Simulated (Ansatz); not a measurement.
**TlInSe2 (I4/mcm, No. 140)**

Computed with PBEsol+SOC in Ansatz (plane waves, PAW).

Numerical settings: plane-wave cutoff 520 eV, 8×8×8 k mesh, Fermi–Dirac smearing 0.01 eV, PAW data made under PBE.

Cell: measured lattice: a = b = 8.0750 Å, c = 6.8470 Å, α = β = γ = 90.00°.

For TlInSe2 (I4/mcm, No. 140), the band gap is 0.31 eV (direct) and the Γ–Γ gap comes out as 2.86 eV.

Measured, for comparison: band gap 1.12 eV (temperature not stated, no zero-point or thermal correction, thermal gap; as tabulated in arXiv:0804.1639). Computed (rounded) less measured: band gap -0.81 eV.

Note: cell and atoms aren't relaxed at this level.

Computed values are for the static lattice.

Ansatz is a program for electronic structure.
